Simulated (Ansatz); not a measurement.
The input, for Ansatz 0.2.0:

```yaml
crystal:
  periodic: [false, false, false]
  atoms:
    - {symbol: P, position_ang: [0.000000, -0.404315, 1.659704]}
    - {symbol: P, position_ang: [0.000000, 0.808631, 0.000000]}
    - {symbol: P, position_ang: [0.000000, -0.404315, -1.659704]}
basis:
  gaussian: {orbitals: cc-pVDZ}
magnetization: {spin_polarized: false, initial_magnetization: 1}
hamiltonian: {xc: hf}
output: {orbitals: {seedname: orbitals}}
```

```sh
$ ansatz run in.yaml --threads 1 --pin off --events-out ev --progress --plain --max-ram 2393MiB
```

Log:

```
579 factors; integrals over basis functions are off by at most 1.1e-3 eV
mean field evaluation 1: about -27811.5261 eV, gradient 7.2e0 eV
mean field evaluation 2: about -27811.8867 eV, gradient 8.5e0 eV
mean field evaluation 4: about -27812.5412 eV, gradient 2.0e0 eV
mean field evaluation 8: about -27812.6213 eV, gradient 3.7e-1 eV
mean field evaluation 16: about -27812.6267 eV, gradient 3.9e-3 eV
mean field evaluation 32: about -27813.0987 eV, gradient 1.4e-1 eV
mean field evaluation 64: about -27809.9286 eV, gradient 1.3e1 eV
mean field evaluation 96: about -27810.0448 eV, gradient 9.5e0 eV
mean field evaluation 128: about -27804.1920 eV, gradient 4.0e1 eV
mean field evaluation 160: about -27810.8733 eV, gradient 2.1e1 eV
mean field evaluation 192: about -27811.9941 eV, gradient 8.1e-1 eV
mean field evaluation 224: about -27813.0928 eV, gradient 3.1e-1 eV
mean field evaluation 256: about -27812.1946 eV, gradient 1.1e-2 eV
mean field evaluation 288: about -27812.6267 eV, gradient 5.6e-5 eV
mean field evaluation 320: about -27812.0680 eV, gradient 2.9e-1 eV
mean field -27813.10085074 eV, -1022.1126038679 hartree, gradient 1.5e-5 eV, S^2 0.750000; 9 other end points of the search recorded, 0 dependent functions left out
reference -27813.10085074 eV, -1022.1126038679 hartree; 23, 22 occupied and 31, 32 virtual orbitals, 579 factors
Total energy: -27813.10085074 eV, -1022.1126038679 hartree
```

Ran on 1 thread of Arm Neoverse V1, shared host: 3.9 s wall, 0.18 GiB peak host memory.
